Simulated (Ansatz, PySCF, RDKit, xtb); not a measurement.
# Which structure has the formula AlBSiH2?

Given the formula AlBSiH2 and nothing else, which arrangement of the atoms is the most stable in the gas at 298.15 K, and what are its properties?

The funnel: GFN2-xTB relaxations, single points with a density functional, relaxations at PBE0-D3(BJ)/def2-SVP, harmonic vibrations, and a last energy at a higher level. All values are calculated.

6 further runs of the same task are left out: 6 set aside as unsound or not needed.

## Step 1: Drawing up candidates

A program enumerates the bonding patterns with one Lewis structure each (two rings at most, one unusual centre or charged pair), with their diastereomers. O–O, O–halogen and N–halogen bonds and N–N–N chains are not drawn. That gives 15 candidates.

c155 [Al][B]=[SiH2] (triplet); c161 [BH]1[AlH][Si]1 (triplet); c408 [Al][B]=[SiH2]; c409 [B]1=[Si+][AlH2-]1; c461 B=[SiH][Al]; c628 B#[SiH-][AlH+]; c644 [AlH2][B]=[Si] (triplet); c696 [bH-]1[Al+][siH]1; c781 B=[SiH][Al] (triplet); c820 [AlH2][B]=[Si]; c886 B=[Si-][AlH+]; c896 [AlH+][B-]#[SiH]; c936 [BH]1[AlH][Si]1; c943 [B]1=[SiH][AlH]1; c973 B#[Si][AlH2].

Candidates are built by distance geometry, with a force field where one applies, in up to four conformers (letters a to d). 6 starts with atoms placed at random are added, to find patterns that the rules miss.

**Question.** With final energies at CCSD(T)/def2-TZVPP, which structure will this search put lowest in free energy, and by what margin?

| quantity | value |
| --- | --- |
| lowest structure found | [BH]1[AlH][Si]1, singlet, Cs |
| next finalist | B[Si][Al], triplet, 23.0 kcal/mol higher in G |
| share at equilibrium, among the finalists | 100.0 % |
| harmonic wavenumbers, lowest and highest (PBE0-D3(BJ)/def2-SVP) | 314 and 2681 cm⁻¹ |
| rotational constants, same geometry | 0.5522, 0.2095, 0.1519 cm⁻¹ |
| dipole moment (PBE0/def2-TZVPD) | 1.61 D |
| HOMO energy (PBE0/def2-TZVPD) | -6.21 eV |
| LUMO energy (PBE0/def2-TZVPD) | -2.96 eV |
| HOMO–LUMO gap (PBE0/def2-TZVPD) | 3.25 eV |
| lowest excitation (TD-PBE0/def2-SVPD) | 1.72 eV (f = 0.000) |
| lowest triplet excitation, same level, Tamm-Dancoff | 1.33 eV |
| vertical ionisation energy | 8.08 eV |
| vertical electron affinity | 1.28 eV |
| vertical triplet less singlet | +1.34 eV |

`[BH]1[AlH][Si]1` comes out lowest. The margin of 23.0 kcal/mol over the next finalist is beyond the usual error of the last level; it says nothing of structures that weren't ranked. r2SCAN-D4/def2-SVP, PBE0-D3(BJ)/def2-SVP and MP2/def2-TZVPP already put its bonding pattern lowest among the structures in one piece; HF/def2-TZVPP favours the triplet B[Si][Al]. A large T1 diagnostic among the finalists warns that one reference determinant may not suffice. It concerns: the finalist B[Si][Al] (triplet). One minimum inside the window was never screened. Lowest found is not proven lowest: the search is finite, and each finalist counts with one conformer.
